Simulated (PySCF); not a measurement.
**Fluorine: a sound run and one with changed settings**

Sound run: F [He] 2s2 2p5, F⁺ [He] 2s2 2p4. Computed with PySCF 2.14 in x2c-TZVPall (5s3p2d1f, 31 functions), with scalar relativity by spin-free X2C-1e. In the sound run the correlated levels freeze 1s2. The sound run starts from symmetry-adapted Hartree-Fock orbitals and uses a fine grid where one is needed.

Changed run: basis STO-3G, all-electron and non-relativistic. This setting is unsound on purpose.

| species | method | sound run (hartree) | changed run (hartree) | converged |
| --- | --- | --- | --- | --- |
| F | UHF | -99.49886 | -97.98651 | yes |
| F | MN15 | -99.79781 | -97.84561 | yes |
| F | TPSS | -99.86121 | -98.28558 | yes |
| F | MP2 | -99.69685 | -97.98651 | yes |
| F⁺ | UHF | -98.92406 | -97.52349 | yes |
| F⁺ | MN15 | -99.15232 | -97.33201 | yes |
| F⁺ | TPSS | -99.22241 | -97.78174 | yes |
| F⁺ | MP2 | -99.06494 | -97.52349 | yes |

Ionisation energy of F:

```csv
method,sound run (eV),changed run (eV)
UHF,15.641,12.599
MN15,17.565,13.976
TPSS,17.383,13.710
MP2,17.195,12.599
SCS-MP2,17.180,12.599
```

A minimal basis cannot let orbitals breathe on ionisation and holds almost no correlation. The Hamiltonian changed with the basis, so the totals do not compare.

For comparison, NIST gives 17.423 eV between the lowest levels.
